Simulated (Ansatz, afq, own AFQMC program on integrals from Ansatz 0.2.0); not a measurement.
Two steps: Ansatz 0.2.0 writes the Fock matrix and Cholesky factors of the valence space, and afq projects on them the lowest state that overlaps trial and start.

```yaml
crystal:
  periodic: [false, false, false]
  atoms:
    - {symbol: Si, position_ang: [0.000000, 0.064974, 1.002576]}
    - {symbol: Si, position_ang: [0.000000, -0.003762, -1.097650]}
    - {symbol: H, position_ang: [0.000000, -0.431741, 2.589663]}
    - {symbol: H, position_ang: [0.000000, -1.273871, 0.059490]}
basis:
  gaussian: {orbitals: cc-pVDZ}
magnetization: {spin_polarized: false}
correlation: {method: ccsd_t, electrons: outside_noble_gas, hamiltonian_folder: ham}
```

```sh
$ ansatz run in.yaml --threads 1 --pin off --events-out ev --progress --plain --max-ram 1382MiB
```

Options of the walk:

```
--method phaseless --trial cisd --walkers 70 --populations 1 --least-time 40 --time-step 0.005 --steps-per-block 50 --equilibration-blocks 28 --max-blocks 300 --target-error 0.00038 --factor-cut 1e-05 --seed 4637 --release-times 0.24,0.51,0.99,1.62,2.4 --release-step 0.03 --release-every 4 --taylor-order 6
```

Times are imaginary, in 1/Eh. The walk had a cap of 536 s.

afq prints:

```
orbitals 36  electrons 5 5  factors 274 of 456
reference energy -578.89685554 Eh
CCSD correlation -0.22536865 Eh in 12 cycles, weight of the determinant in the CISD state 0.8334
energy of the start -579.122224 Eh
 block  time / (1/Eh)  mean weight  energy / Eh
     1     0.250  1.0000  -579.118370
     2     0.500  1.0011  -579.119897
     3     0.750  0.9993  -579.121092
     4     1.000  0.9999  -579.121493
     5     1.250  0.9993  -579.123435
     7     1.750  0.9995  -579.125876
     9     2.250  0.9993  -579.134638
    17     4.250  1.0001  -579.130272
    33     8.250  1.0005  -579.136289
    49    12.250  1.0018  -579.145783
    57    14.250  0.9980  -579.153622
    65    16.250  1.0000  -579.134819
    81    20.250  0.9998  -579.131590
    97    24.250  1.0009  -579.139095
   113    28.250  1.0011  -579.132410
   129    32.250  0.9992  -579.140278
   145    36.250  0.9985  -579.140650
   161    40.250  0.9988  -579.127483
   177    44.250  1.0012  -579.130870
   193    48.250  0.9997  -579.146085
   209    52.250  1.0023  -579.133490
   225    56.250  0.9992  -579.132096
   241    60.250  0.9998  -579.133263
   257    64.250  1.0005  -579.142649
   273    68.250  1.0005  -579.130115
   289    72.250  1.0012  -579.130701
   305    76.250  1.0017  -579.137517
   321    80.250  1.0002  -579.147120
blocks merged  error / Eh  count
     1  0.000321  300
     2  0.000419  150
     4  0.000530  75
     8  0.000578  37
    16  0.000664  18
    32  0.000548  9
released: time / (1/Eh)  energy / Eh  error  mean overlap
  0.24  -579.135312  0.000627  1.0031
  0.51  -579.135524  0.000440  1.0039
  0.99  -579.136017  0.000571  1.0083
  1.62  -579.136251  0.000678  1.0075
  2.40  -579.135005  0.000701  1.0320
energy -579.135635 +/- 0.000664 Eh
(rows thinned)
```

The run passed its tests (sampling time, drift between the halves within three errors, error under three times the target), which doesn't prove that it has relaxed.

Against this walk (error 18.1 meV) on the same determinant: CCSD(T) 38.0 meV higher, CCSDT(Q) 27.3 meV lower (within the noise). The error is statistical and leaves out the bias of the constraint. Released to 2.40 1/Eh the energy moves by 17 ± 26 meV (both errors), within twice the noise.

Cautions: constraint bias not in the error; error above the target (18.1 against 10.3 meV); higher spins were not checked; restricted determinant unstable towards unrestricted (UHF 57 meV lower, ⟨S²⟩ 0.34); raised T1 diagnostic (T1 0.020, weight of the determinant 0.83, largest double 0.13); the bias of populations of 70 walkers isn't removed.

The walk took 7.2 min on 1 thread of Intel(R) Xeon(R) Platinum 8259CL CPU @ 2.50GHz (Skylake/Cascade Lake) (shared host). The log's last line is the phaseless energy.

CCSDT and higher add their correlation energy to the determinant of the CCSD(T) run, since their own runs factorise the integrals more tightly (a shift of under 2 meV). A walk keeps the symmetry of its determinant, which the program's search chose and which needn't be the lowest solution, so a lower state of the same spin and another symmetry isn't excluded.
